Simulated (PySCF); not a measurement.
## Partial charges of `CCOC(=O)[O-]`

Compound: C3H5O3 (charge -1).
Cartesian coordinates in Å at the PBE0-D3(BJ)/def2-SVP level; atoms count from 1:
```
atom  x, y, z in Å
C1    -1.2524   -0.4617    0.2119
C2    -0.3793    0.6193   -0.4095
O3     0.8155    0.1161   -0.9080
C4     1.8640   -0.1242    0.0704
O5     1.5733    0.1884    1.2341
O6     2.8689   -0.6065   -0.4403
H7    -2.2235   -0.0609    0.5534
H8    -1.4410   -1.2714   -0.5125
H9    -0.7136   -0.8763    1.0764
H10   -0.9138    1.0927   -1.2583
H11   -0.1864    1.3937    0.3559
```

Density: PBE0/pcSseg-1 (PySCF); schemes: Mulliken, IAO, Hirshfeld and ESP-fitted. Isolated species at its PBE0-D3(BJ)/def2-SVP geometry (one conformer only). The pcSseg-1 basis has no diffuse functions, a weakness for an anion.

Question: What partial charge does each atom carry?

Answer: In e:

```json
{"atom": "C1", "environment": "methyl carbon", "Mulliken": "-0.319", "IAO": "-0.426", "Hirshfeld": "-0.143", "ESP-fitted": "-0.302"}
{"atom": "C2", "environment": "sp3 carbon bound to oxygen", "Mulliken": "+0.056", "IAO": "-0.029", "Hirshfeld": "-0.026", "ESP-fitted": "+0.473"}
{"atom": "O3", "environment": "oxygen singly bound to a carbonyl carbon", "Mulliken": "-0.537", "IAO": "-0.455", "Hirshfeld": "-0.203", "ESP-fitted": "-0.594"}
{"atom": "C4", "environment": "carbonate carbon", "Mulliken": "+0.571", "IAO": "+0.627", "Hirshfeld": "+0.157", "ESP-fitted": "+0.904"}
{"atom": "O5", "environment": "oxygen bonded to C", "Mulliken": "-0.604", "IAO": "-0.668", "Hirshfeld": "-0.413", "ESP-fitted": "-0.748"}
{"atom": "O6", "environment": "oxygen bonded to C", "Mulliken": "-0.568", "IAO": "-0.635", "Hirshfeld": "-0.445", "ESP-fitted": "-0.742"}
{"atom": "H7", "environment": "methyl hydrogen", "Mulliken": "+0.057", "IAO": "+0.103", "Hirshfeld": "+0.015", "ESP-fitted": "+0.006"}
{"atom": "H8", "environment": "methyl hydrogen", "Mulliken": "+0.082", "IAO": "+0.117", "Hirshfeld": "+0.017", "ESP-fitted": "+0.053"}
{"atom": "H9", "environment": "methyl hydrogen", "Mulliken": "+0.128", "IAO": "+0.153", "Hirshfeld": "+0.026", "ESP-fitted": "+0.093"}
{"atom": "H10", "environment": "methylene hydrogen", "Mulliken": "+0.057", "IAO": "+0.097", "Hirshfeld": "+0.007", "ESP-fitted": "-0.084"}
{"atom": "H11", "environment": "methylene hydrogen", "Mulliken": "+0.077", "IAO": "+0.117", "Hirshfeld": "+0.007", "ESP-fitted": "-0.057"}
```

Mean size of the charges over all atoms: ESP-fitted 0.369 e, IAO 0.312 e, Mulliken 0.278 e, Hirshfeld 0.133 e. Each set sums to the total charge, -1, to within 0.001 e. The Hirshfeld scheme divides the density at each point in proportion to the densities of the neutral, spherically averaged free atoms. The Mulliken scheme gives each basis function's population to the atom it is centred on and halves the overlap population of two atoms between them.

Lowest charge. All schemes pick atoms of one kind: Mulliken O5 (-0.604); IAO O5 (-0.668); Hirshfeld O6 (-0.445); ESP-fitted O5 (-0.748).

Highest charge. All schemes agree: Mulliken C4 (+0.571); IAO C4 (+0.627); Hirshfeld C4 (+0.157); ESP-fitted C4 (+0.904).

Question: Sum the charges by element.

Answer: 
```tsv
element	atoms	Mulliken	IAO	Hirshfeld	ESP-fitted
C	3	+0.308	+0.172	-0.012	+1.075
O	3	-1.709	-1.759	-1.061	-2.085
H	5	+0.401	+0.586	+0.072	+0.011
```

Question: How many electrons does the ESP-fitted scheme count on C2?

Answer: Z − q = 6 − (+0.473) = 5.527.

Question: How closely do the schemes follow one another over all atoms?

Answer: Correlation coefficient and root-mean-square difference: Mulliken with IAO 0.99, 0.063 e; IAO with Hirshfeld 0.95, 0.217 e; Mulliken with ESP-fitted 0.95, 0.186 e; Mulliken with Hirshfeld 0.94, 0.190 e; IAO with ESP-fitted 0.91, 0.205 e; Hirshfeld with ESP-fitted 0.88, 0.331 e.

The run behind these numbers computed NMR shieldings as well. Time: 7.1 s. Hardware: one thread, x86-64 server (shared host).
